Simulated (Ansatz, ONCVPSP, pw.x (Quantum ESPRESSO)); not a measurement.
What a changed setting does to a pw.x run (bcc W)

Potential: optimised norm-conserving Vanderbilt (ONCV), ONCVPSP 4.0.1.1 (patched build), PBEsol; core [Kr] 4d10 4f14, reference 5s2 5p6 5d4 6s2; waves: 5s+6s: rc 1.62 bohr, ncon 3, nbas 7, qcut 8.1 1/bohr, 2 projectors; 5p: rc 2.46 bohr, ncon 4, nbas 7, qcut 5.4 1/bohr, 2 projectors, debl 2.5 Ha; 5d: rc 3.42 bohr, ncon 4, nbas 8, qcut 4.3 1/bohr, 2 projectors, debl 3.1 Ha; local part: polynomial inside 1.56 bohr (lpopt 5, dvloc0 6 Ha); core correction: polynomial model core, fcfact 0.35.

The reference run (k-mesh 15³, cutoffs 65/260 Ry, Fermi–Dirac 0.01 Ry, mixing_beta 0.4, conv_thr 1e-9, no spin) gives -1.01 GPa at 15.687 Å³/atom, where all-electron LAPW gives 0.22 GPa. This run, with its own iteration cap, changes k-mesh points per axis to 8.

```
&control
  calculation='scf', prefix='x', pseudo_dir='./', outdir='./tmp', tstress=.true., disk_io='none'
/
&system
  ibrav=0, nat=1, ntyp=1, ecutwfc=65, ecutrho=260, nbnd=15,
  occupations='smearing', smearing='fd', degauss=0.01
/
&electrons
  conv_thr=1e-09, mixing_beta=0.4, electron_maxstep=60
/
ATOMIC_SPECIES
W 1.0 W.UPF
CELL_PARAMETERS angstrom
  -1.57698163 1.57698163 1.57698163
  1.57698163 -1.57698163 1.57698163
  1.57698163 1.57698163 -1.57698163
ATOMIC_POSITIONS crystal
W 0.0000 0.0000 0.0000
K_POINTS automatic
8 8 8 0 0 0
```

```bash
pw.x < W.scf.in > W.scf.out
```

Problem. How does the run end?

Solution. It converges in 6 iterations; the free energy moves by +5.3 meV/atom and the pressure by +0.56 GPa.

```
Message from routine setup:
     using ibrav=0 with symmetry is DISCOURAGED, use correct ibrav instead
     lattice parameter (alat)  =       5.1616  a.u.
     unit-cell volume          =     105.8611 (a.u.)^3
     number of electrons       =        14.00
     number of Kohn-Sham states=           15
     kinetic-energy cutoff     =      65.0000  Ry
     charge density cutoff     =     260.0000  Ry
     scf convergence threshold =      1.0E-09
     Exchange-correlation= PBESOL
     number of k points=    29  Fermi-Dirac smearing, width (Ry)=  0.0100
     iteration #  1     ecut=    65.00 Ry     beta= 0.40
     total energy              =    -155.04567437 Ry
     estimated scf accuracy    <       0.02525956 Ry
     iteration #  2     ecut=    65.00 Ry     beta= 0.40
     total energy              =    -155.04452283 Ry
     estimated scf accuracy    <       0.00595153 Ry
     iteration #  3     ecut=    65.00 Ry     beta= 0.40
     total energy              =    -155.04504471 Ry
     estimated scf accuracy    <       0.00021324 Ry
     iteration #  4     ecut=    65.00 Ry     beta= 0.40
     total energy              =    -155.04506211 Ry
     estimated scf accuracy    <       0.00000091 Ry
     iteration #  5     ecut=    65.00 Ry     beta= 0.40
     total energy              =    -155.04506307 Ry
     estimated scf accuracy    <       0.00000011 Ry
     iteration #  6     ecut=    65.00 Ry     beta= 0.40
     the Fermi energy is    23.0214 ev
!    total energy              =    -155.04506308 Ry
     estimated scf accuracy    <          5.6E-10 Ry
     smearing contrib. (-TS)   =      -0.00168494 Ry
     The total energy is F=E-TS. E is the sum of the following terms:
     one-electron contribution =     -11.25875585 Ry
     hartree contribution      =      14.46798863 Ry
     xc contribution           =     -38.57566715 Ry
     ewald contribution        =    -119.67694377 Ry
     convergence has been achieved in   6 iterations
          total   stress  (Ry/bohr**3)                   (kbar)     P=       -4.47
     Message from routine punch:
     Nothing written, as per user request (disk_io='none')
```

The run took about 8.5 s on one core of a shared host (Neoverse-N1, 64 threads, 124 GiB, load 53).
